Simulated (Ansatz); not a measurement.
Basis-set extrapolation for CH3FO3 (`OC(O)(O)F`) (PBE0-D4/def2-TZVP geometry, frozen core, Ansatz). Multiplicity 1, RHF reference.

|  | def2-TZVPP | def2-QZVPP |
| --- | --- | --- |
| HF | -363.827222 | -363.843373 |
| MP2 correlation | -1.125722 | -1.220139 |
| CCSD(T) correlation | -1.174086 | not run |

Energies in hartree. Use E(X) = E(∞) + A·exp(−7.88·√X) for Hartree–Fock and E(X) = E(∞) + B·X^(−2.97) for correlation, with X = 3 and 4, and add CCSD(T) minus MP2 of the smaller set to the MP2 limit.

**Question.** What is the CCSD(T) energy at the basis-set limit?

**Answer.** HF limit: -363.843373 + (-0.016151) × 0.13774 = -363.84560. MP2 limit: -1.220139 + (-0.094417) × 0.74074 = -1.29008. Higher-order term: -1.174086 − (-1.125722) = -0.04836. Total: -365.18404 hartree, 114.7 kcal/mol below CCSD(T)/def2-TZVPP.
